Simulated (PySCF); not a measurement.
# ClF3: relaxation and vibrations of the triplet

The task is one start of a wider search on ClF3: the triplet, from a trigonal pyramidal start. It is relaxed, tested by its Hessian and followed downhill if it is a saddle.

Computed with PySCF 2.14.0. Level: PBE0, basis Cl def2-TZVP, F def2-TZVP, no relativity, density fitting.

**1. The system as given**

4 atoms, charge 0, spin multiplicity 3.

Bond lengths: Cl1–F2 1.630 Å, Cl1–F3 1.630 Å, Cl1–F4 1.630 Å. Angles: F2–Cl1–F3 99.8°, F2–Cl1–F4 99.8°, F3–Cl1–F4 99.8°.

```xyz
4
charge 0 multiplicity 3
Cl    0.0000    0.0000    0.0000
F     1.4392    0.0000    0.7652
F    -0.7196    1.2464    0.7652
F    -0.7196   -1.2464    0.7652
```

**2. First SCF at the start**

The steps below are one call of a driver around PySCF. For each, scf.py gives the equivalent set-up of the SCF; relaxations use the driver's own optimiser. After this first run the driver tries any further starts and a stability analysis.

The input, scf.py:

```python
from pyscf import gto, scf, dft
mol = gto.M(atom='''
Cl     0.000000     0.000000     0.000000
F      1.439200     0.000000     0.765200
F     -0.719600     1.246400     0.765200
F     -0.719600    -1.246400     0.765200''',
    basis={'Cl': 'def2-TZVP', 'F': 'def2-TZVP'},
    charge=0, spin=2)
mf = dft.UKS(mol, xc='PBE0')
mf.grids.atom_grid = (50, 194)
aux = {'Cl': 'def2-universal-JKFIT', 'F': 'def2-universal-JKFIT'}
mf = mf.density_fit(auxbasis=aux)
mf.conv_tol = 1e-08
mf.diis_space = 10
mf.max_cycle = 60
mf.init_guess = 'minao'
mf.verbose = 4
mf.kernel()
```

Started as:

```console
$ OMP_NUM_THREADS=4 python axn.py task.json out
```

The log of the run:

```text
init E= -759.8585909391
[... the frontier-level lines of each cycle are left out ...]
cycle= 1 E= -758.950892271745  delta_E= 0.908  |g|= 0.626  |ddm|= 1.66
cycle= 2 E= -758.678637564801  delta_E= 0.272  |g|= 1.13  |ddm|= 0.948
cycle= 3 E= -759.083732193063  delta_E= -0.405  |g|= 0.0616  |ddm|= 0.563
cycle= 4 E= -759.085021413653  delta_E= -0.00129  |g|= 0.0277  |ddm|= 0.0585
cycle= 5 E= -759.085331135063  delta_E= -0.00031  |g|= 0.00436  |ddm|= 0.029
cycle= 6 E= -759.085350741815  delta_E= -1.96e-05  |g|= 0.00193  |ddm|= 0.00779
cycle= 7 E= -759.085355032446  delta_E= -4.29e-06  |g|= 0.000839  |ddm|= 0.00413
cycle= 8 E= -759.08535531372  delta_E= -2.81e-07  |g|= 0.0009  |ddm|= 0.00127
cycle= 9 E= -759.085355662958  delta_E= -3.49e-07  |g|= 0.000116  |ddm|= 0.000879
cycle= 10 E= -759.085355671271  delta_E= -8.31e-09  |g|= 1.65e-05  |ddm|= 0.000162
Extra cycle  E= -759.085355671424  delta_E= -1.52e-10  |g|= 1.65e-05  |ddm|= 2.51e-05
converged SCF energy = -759.085355671424  <S^2> = 2.0154309  2S+1 = 3.0102697
```

This step, with its further starts and checks, ran for 14 s (4 threads of Arm Neoverse V1, shared host).

The starts that the driver tried:

| start | energy (Eh) |
| --- | --- |
| the minimal-basis guess | -759.085356 |
| a thermally smeared density | -759.085356 |
| a smeared PBE density | -759.085356 |

The test of internal stability and the other starts found no lower solution of this spin.

**3. Relaxing the triplet from the trigonal pyramidal start**

The program finds C3v symmetry in the start, which this walk keeps.

Edit scf.py of step 2 so:

```diff
@@ -3,4 +3,4 @@
-Cl     0.000000     0.000000     0.000000
-F      1.439200     0.000000     0.765200
-F     -0.719600     1.246400     0.765200
-F     -0.719600    -1.246400     0.765200''',
+Cl     0.000000    -0.000000    -0.474237
+F      1.439209    -0.000000     0.290963
+F     -0.719605     1.246392     0.290963
+F     -0.719605    -1.246392     0.290963''',
@@ -16 +15,0 @@
-mf.init_guess = 'minao'
```

Steps of the walk:

| step | energy (Eh) | change (kJ/mol) | largest symmetric gradient (Eh/bohr) |
| --- | --- | --- | --- |
| 0 | -759.085356 | 0.00 | 0.18560 |
| 1 | -759.132305 | -123.26 | 0.00736 |
| 2 | -759.133066 | -125.26 | 0.00453 |
| 3 | -759.133114 | -125.39 | 0.00079 |
| 4 | -759.133117 | -125.40 | 0.00023 |

The walk took 9.4 s.

After 4 steps and 125.4 kJ/mol it ends at C3v: Cl–F 1.741 Å (×3); F–Cl–F 85.8° (×3).

**4. Is it a minimum? Harmonic modes**

The point is checked on the finer grid, and tightened if its gradient asks for it. The Hessian and the dipole derivatives come from central differences of analytic gradients, with steps of 0.02 bohr.

Edit scf.py of step 3 so:

```diff
@@ -3,4 +3,4 @@
-Cl     0.000000    -0.000000    -0.474237
-F      1.439209    -0.000000     0.290963
-F     -0.719605     1.246392     0.290963
-F     -0.719605    -1.246392     0.290963''',
+Cl     0.000000    -0.000000    -0.665376
+F      1.369785    -0.000000     0.408611
+F     -0.684892     1.186269     0.408611
+F     -0.684892    -1.186269     0.408611''',
@@ -10 +10 @@
-mf.grids.atom_grid = (50, 194)
+mf.grids.atom_grid = (75, 302)
@@ -13 +13 @@
-mf.conv_tol = 1e-08
+mf.conv_tol = 1e-10
```

The driver hands on the density of the step before, so the log starts near convergence.

SCF at the final geometry:

```text
init E= -759.133141569282
[... the frontier-level lines of each cycle are left out ...]
cycle= 1 E= -759.133141569256  delta_E= 2.55e-11  |g|= 9.71e-06  |ddm|= 6.81e-06
Extra cycle  E= -759.133141569157  delta_E= 9.87e-11  |g|= 1.95e-05  |ddm|= 1.38e-05
converged SCF energy = -759.133141569157  <S^2> = 2.0259379  2S+1 = 3.0172424
```

The whole step took 43 s.

Geometry: C3v; Cl–F 1.741 Å (×3); F–Cl–F 85.9° (×3).

Harmonic modes (main isotopes):

```json
{"symmetry": "e", "ω (cm⁻¹)": "327i", "IR (km/mol)": "194", "μ (u)": "20.58", "type": "stretch"}
{"symmetry": "e", "ω (cm⁻¹)": "354", "IR (km/mol)": "58.9", "μ (u)": "21.49", "type": "bend"}
{"symmetry": "a1", "ω (cm⁻¹)": "393", "IR (km/mol)": "1.9", "μ (u)": "19.95", "type": "bend"}
{"symmetry": "a1", "ω (cm⁻¹)": "618", "IR (km/mol)": "35.8", "μ (u)": "24.85", "type": "mixed"}
```

2 modes are imaginary, the largest at 327i cm⁻¹: a saddle point, not a minimum.

Properties at this point:

| Item | Value |
| --- | --- |
| Dipole moment | 2.52 D |
| Highest occupied level | -8.91 eV |
| Lowest empty level | -4.41 eV |
| Rotational constants | 0.2148, 0.2148, 0.1576 cm⁻¹ |
| Zero-point energy (real modes) | 10.3 kJ/mol |
| Principal polarisabilities | 23.0, 25.6, 25.6 bohr³ |
| Atomisation energy without zero-point energy | 281 kJ/mol |
| Principal traceless quadrupole moments about the centre of mass | -1.78, -1.78, 3.56 D Å |
| Spin squared ⟨S²⟩ | 2.026 |

Populations by atom (charges in e):

```
  atom  Mulliken  Löwdin  polar tensor  spin (Mulliken)  Mayer order to Cl1
   Cl1      0.54    0.72          1.26             1.21                   –
F2,3,4     -0.18   -0.24         -0.42             0.26                0.81
```

Outer orbital energies (eV). α occupied: -13.35, -13.35, -13.16, -12.04, -12.04, -12.03, -8.91, -8.91; empty: -4.26, 5.95, 7.07, 7.07. β occupied: -15.39, -15.39, -12.69, -12.69, -12.08, -11.76, -11.76, -11.52; empty: -4.41, -4.41, -3.14, 6.35.

Mulliken populations on Cl1: s 5.95, p 10.07, d 0.40, f 0.04.

**5. Downhill along the imaginary mode**

The atoms are moved a little along the softest imaginary mode and relaxed again.

The program finds C1 symmetry in the start. Threshold on the gradient: 0.0003 Eh/bohr, with a further test on the energy change.

Edit scf.py of step 4 so:

```diff
@@ -3,4 +3,4 @@
-Cl     0.000000    -0.000000    -0.665376
-F      1.369785    -0.000000     0.408611
-F     -0.684892     1.186269     0.408611
-F     -0.684892    -1.186269     0.408611''',
+Cl     0.014895    -0.051274    -0.665610
+F      1.338594    -0.044451     0.394047
+F     -0.748745     1.274780     0.458265
+F     -0.617266    -1.135953     0.372822''',
@@ -10 +10 @@
-mf.grids.atom_grid = (75, 302)
+mf.grids.atom_grid = (50, 194)
@@ -13 +13 @@
-mf.conv_tol = 1e-10
+mf.conv_tol = 1e-08
```

The optimiser's trace:

| step | energy (Eh) | change (kJ/mol) | largest gradient (Eh/bohr) |
| --- | --- | --- | --- |
| 0 | -759.134169 | 0.00 | 0.01413 |
| 1 | -759.136038 | -4.91 | 0.01084 |
| 2 | -759.137458 | -8.64 | 0.01258 |
| 3 | -759.143449 | -24.37 | 0.01078 |
| 4 | -759.143804 | -25.30 | 0.01054 |
| 5 | -759.144586 | -27.35 | 0.00500 |
| 6 | -759.144799 | -27.91 | 0.00837 |
| 7 | -759.144960 | -28.33 | 0.00302 |
| 8 | -759.145017 | -28.48 | 0.00105 |
| 9 | -759.145031 | -28.52 | 0.00042 |
| 10 | -759.145037 | -28.53 | 0.00062 |
| 11 | -759.145053 | -28.58 | 0.00071 |
| 12 | -759.145060 | -28.60 | 0.00048 |
| 13 | -759.145064 | -28.60 | 0.00015 |
| 14 | -759.145064 | -28.61 | 0.00013 |

The walk took 36 s.

After 14 steps and 28.6 kJ/mol it ends at C1: Cl–F 1.578 Å, Cl–F 2.099 Å, Cl–F 2.113 Å; F–Cl–F 93.6°, F–Cl–F 98.4°, F–Cl–F 103.4°.

**6. Is it a minimum? Harmonic modes**

The same treatment as at the point before.

Edit scf.py of step 5 so:

```diff
@@ -3,4 +3,4 @@
-Cl     0.014895    -0.051274    -0.665610
-F      1.338594    -0.044451     0.394047
-F     -0.748745     1.274780     0.458265
-F     -0.617266    -1.135953     0.372822''',
+Cl    -0.046609    -0.065042    -0.592867
+F      1.811081    -0.177310     0.379104
+F     -1.026259     1.492110     0.419016
+F     -0.699033    -1.195082     0.293123''',
@@ -10 +10 @@
-mf.grids.atom_grid = (50, 194)
+mf.grids.atom_grid = (75, 302)
@@ -13 +13 @@
-mf.conv_tol = 1e-08
+mf.conv_tol = 1e-10
```

SCF at the final geometry:

```text
init E= -759.145090613742
[... the frontier-level lines of each cycle are left out ...]
cycle= 1 E= -759.145090613742  delta_E= 3.41e-13  |g|= 2.64e-06  |ddm|= 2.61e-06
Extra cycle  E= -759.145090613735  delta_E= 7.28e-12  |g|= 5.19e-06  |ddm|= 4.35e-06
converged SCF energy = -759.145090613735  <S^2> = 2.0155553  2S+1 = 3.0103524
```

The whole step ran for 87 s (4 threads of Arm Neoverse V1, shared host).

Geometry: Cs; Cl–F 1.577 Å, Cl–F 2.100 Å (×2); F–Cl–F 93.9° (×2), F–Cl–F 103.3°.

Harmonic modes (main isotopes):

```tsv
symmetry	ω (cm⁻¹)	IR (km/mol)	μ (u)	type
a''	73	0.7	19.46	bend
a'	85	4.2	20.97	bend
a'	95	3.0	20.04	bend
a'	253	1.2	23.29	stretch
a''	295	0.9	24.15	stretch
a'	856	64.8	22.71	stretch
```

Every mode is real; the point is a minimum.

Properties at this point:

```
Dipole moment                                                   : 2.50 D
Highest occupied level                                          : -10.02 eV
Lowest empty level                                              : -5.36 eV
Rotational constants                                            : 0.2137, 0.138, 0.1036 cm⁻¹
Zero-point energy                                               : 9.9 kJ/mol
Principal polarisabilities                                      : 20.0, 29.7, 45.1 bohr³
Atomisation energy without zero-point energy                    : 313 kJ/mol
Principal traceless quadrupole moments about the centre of mass : -5.13, 0.65, 4.48 D Å
Entropy at 298.15 K and 1 bar (electronic part: spin only)      : 343.9 J/(mol K)
Heat capacity Cp at 298.15 K                                    : 74.6 J/(mol K)
Enthalpy at 298.15 K above 0 K                                  : 18.50 kJ/mol
Rotational symmetry number                                      : 1
Spin squared ⟨S²⟩                                               : 2.016
```

Charges (e) and bond orders:

```json
{"atom": "Cl1", "Mulliken": "0.51", "Löwdin": "0.66", "polar tensor": "0.39", "spin (Mulliken)": "0.63", "Mayer order to Cl1": "–"}
{"atom": "F2,3", "Mulliken": "-0.22", "Löwdin": "-0.27", "polar tensor": "-0.07", "spin (Mulliken)": "0.67", "Mayer order to Cl1": "0.45"}
{"atom": "F4", "Mulliken": "-0.07", "Löwdin": "-0.12", "polar tensor": "-0.25", "spin (Mulliken)": "0.02", "Mayer order to Cl1": "1.03"}
```

Mulliken populations on Cl1: s 5.97, p 10.29, d 0.21, f 0.02.

**7. All stationary points**

| spin | group | bonds | imaginary modes (cm⁻¹) | ΔE (kJ/mol) | with zero-point energy |
| --- | --- | --- | --- | --- | --- |
| triplet | Cs | Cl–F 1.577 Å, Cl–F 2.100 Å (×2) | none | 0.0 | 0.0 |
| triplet | C3v | Cl–F 1.741 Å (×3) | 327i, 327i | 31.4 | – |

**8. Summary of results**

| quantity | value |
| --- | --- |
| minimum | triplet, Cs |
| geometry | Cl–F 1.577 Å, Cl–F 2.100 Å (×2); F–Cl–F 93.9° (×2), F–Cl–F 103.3° |
| wavenumbers (cm⁻¹) | 73 (a''), 85 (a'), 95 (a'), 253 (a'), 295 (a''), 856 (a') |
| dipole moment | 2.50 D |
| highest occupied, lowest empty level (either spin) | -10.02, -5.36 eV |
| polar-tensor charge of Cl1 | +0.39 e |
| zero-point energy | 9.9 kJ/mol |
| entropy at 298.15 K | 343.9 J/(mol K) |
| atomisation energy (no zero-point energy) | 313 kJ/mol |
| ⟨S²⟩ | 2.016 |

In words: The trigonal pyramidal start (C3v) ends in a minimum of Cs symmetry, after a stop at a second-order saddle point 31.4 kJ/mol higher, from which it was pushed off along an imaginary mode. The strongest infrared band lies at 856 cm⁻¹ (a', stretch). Only this shape and spin were tried, so other structures or states may lie lower.

The search up to here took 3.2 min.
